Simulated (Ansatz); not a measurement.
Bond length at the minimum of diatomic hydrides, at UKS-PBE and at FCI.

Values in Å, from Ansatz (an electronic-structure program). Where two bases are given, the first is that of UKS-PBE. Full CI is exact in its basis, with frozen cores. Scans on which UKS-PBE failed, held another spin at the minimum or broke off are missing, so the means are lower bounds.

| system | basis | UKS-PBE | FCI | UKS-PBE − FCI |
|---|---|---|---|---|
| HF singlet | def2-SVP | 0.932 | 0.920 | 0.013 |
| HMg doublet | aug-cc-pVQZ | 1.753 | 1.743 | 0.010 |
| HMg doublet | cc-pVDZ | 1.766 | 1.745 | 0.021 |
| HBe cation singlet | cc-pVQZ | 1.328 | 1.315 | 0.014 |
| HGa singlet | cc-pVQZ | 1.694 | 1.687 | 0.007 |
| HLi singlet | cc-pVTZ | 1.605 | 1.608 | -0.003 |
| HMg doublet | aug-cc-pVTZ | 1.757 | 1.746 | 0.011 |
| HLi singlet | def2-SVP | 1.604 | 1.605 | 0.000 |
| HS doublet | cc-pVDZ | 1.372 | 1.359 | 0.012 |
| HP triplet | def2-TZVP | 1.441 | 1.428 | 0.012 |
| HAl singlet | cc-pVTZ | 1.684 | 1.657 | 0.027 |
| HGe doublet | cc-pVTZ | 1.617 | 1.605 | 0.012 |
| HO doublet | cc-pVDZ | 0.993 | 0.980 | 0.013 |
| HSi doublet | aug-cc-pVTZ | 1.548 | 1.530 | 0.019 |

The mean error against full CI is 0.012 Å (median 0.012) and the mean absolute one 0.012 Å (median 0.012); UKS-PBE lies above in 12 and below in 2 of 14 cases. It is closest for HLi singlet (0.000), HLi singlet (-0.003), HGa singlet (0.007) and furthest off for HAl singlet (0.027), HMg doublet (0.021), HSi doublet (0.019).
